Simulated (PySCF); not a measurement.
# Indirect couplings

Bonds (- single, = double, # triple, : aromatic): N1-C2 1.438 Å, C2-C3 1.511 Å, C3-F4 1.342 Å, C3-F5 1.338 Å, C3-F6 1.329 Å. N1 carries H7, H8; C2 carries H9, H10.

Couplings: B3LYP/pcJ-1 (spin–dipole term only in couplings to heteroatoms) in PySCF 2.14.0 with density-fitted response routines, geometry PBE0-D3(BJ)/def2-SVP; gas phase, one conformer, non-relativistic. Couplings are averaged over pairs made equivalent by symmetry, fast rotation or ring inversion, so a value needn't be that of the named pair in this geometry, while other rotamers aren't included; one pair stands for each set, and the list holds those of at least 0.8 Hz over up to four bonds. One-bond C–F couplings come out tens of Hz too large with common functionals.

Isotopes: 13C, 19F, 1H, 15N.

| pair | bonds | J (Hz) |
| --- | --- | --- |
| N1, C2 | 1 | -5.8 |
| N1, H7 | 1 | -69.3 |
| C2, C3 | 1 | 69.5 |
| C2, H9 | 1 | ? |
| C3, F4 | 1 | ? |
| N1, C3 | 2 | -3.6 |
| N1, H9 | 2 | ? |
| C2, F4 | 2 | ? |
| C2, H7 | 2 | -2.3 |
| C3, H9 | 2 | -5.3 |
| F4, F5 | 2 | ? |
| H7, H8 | 2 | -9.6 |
| H9, H10 | 2 | -14.2 |
| N1, F4 | 3 | -0.9 |
| C3, H7 | 3 | 7.2 |
| F4, H9 | 3 | 9.0 |
| H7, H9 | 3 | 7.1 |

Estimate the withheld couplings, with signs.

Results:


- 1J(C2,H9) = 139.0 Hz (bond length 1.110 Å, sp3 carbon)
- 1J(C3,F4) = -342.8 Hz (bond length 1.342 Å)
- 2J(N1,H9) = -0.9 Hz (mean over equivalent pairs that range from -1.8 to 0.0 Hz in this conformer)
- 2J(C2,F4) = 35.4 Hz (mean over equivalent pairs that range from 30.6 to 43.5 Hz in this conformer)
- 2J(F4,F5) = 61.2 Hz (mean over equivalent pairs that range from 51.6 to 76.5 Hz in this conformer)
